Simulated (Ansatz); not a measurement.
This script drives Ansatz 0.2.0, Python API.

Script `h2mgo2.py`:
```python
# -*- coding: utf-8 -*-
"""Proton affinity of H2MgO2 at one site."""

import ansatz as az
import numpy as np

molecule = (
    az.Crystal.molecule()
    .atom("O", [-1.6641, -0.1492, -1.0468])
    .atom("Mg", [0.0026, -0.1566, -0.0348])
    .atom("O", [1.6924, -0.2016, 0.9769])
    .atom("H", [-2.3302, 0.0872, -0.3772])
    .atom("H", [2.3492, 0.3465, 0.4405])
)

base = (
    molecule.calculation()
    .basis(gaussian="cc-pVDZ")
    .functional("b3lyp")
)
symbols = [site.symbol for site in molecule.cartesian_sites]
start = np.array([site.position_ang for site in molecule.cartesian_sites], dtype=float)
rep = base.relax(force_tolerance=0.01).run().report
end = np.array(rep["positions_ang"])

# start the new hydrogen opposite the existing bonds
away = sum((end[0] - end[j]) / np.linalg.norm(end[0] - end[j]) for j in [1, 3]) + np.array([0.15, 0.1, -0.2])
proton = end[0] + 1.0 * away / np.linalg.norm(away)
acid = az.Crystal.molecule()
for symbol, place in zip(symbols, end):
    acid = acid.atom(symbol, place.tolist())
acid = acid.atom("H", proton.tolist())
protonated = (
    acid.calculation()
    .basis(gaussian="cc-pVDZ")
    .functional("b3lyp")
    .charge(1)
    .relax(force_tolerance=0.01, max_steps=80)
)
after = protonated.run().report
xyz = np.array(after["positions_ang"])
reach = np.linalg.norm(xyz[:-1] - xyz[-1], axis=1)
print(f"base {rep['free_energy_ev']:.5f} eV, protonated {after['free_energy_ev']:.5f} eV")
print(f"the proton ends {reach.min():.3f} A from {symbols[reach.argmin()]}{reach.argmin()}")
print(f"electronic proton affinity {(rep['free_energy_ev'] - after['free_energy_ev']):.3f} eV")
```

It is started by `python h2mgo2.py`. Estimate its wall time and peak memory on 1 thread of AMD EPYC 9B14 (Zen 4), with other jobs on the host.

It took about 21 s, with a peak of 0.2 GiB, for 2 runs of the engine.

```console
$ python h2mgo2.py
base -9573.69401 eV, protonated -9583.00591 eV
the proton ends 0.976 A from O0
electronic proton affinity 9.312 eV
```

What to keep in mind:
- Total energies depend on the basis set; only differences at equal settings carry meaning.
- The proton is put on one chosen atom, which needn't be the most basic site, so the molecule's proton affinity can be higher; the ends are stationary points, not checked by frequencies, and zero-point and thermal terms count only where printed.
- b3lyp holds the VWN-RPA fit, as in Gaussian; the form of ORCA and Turbomole is b3lyp5.
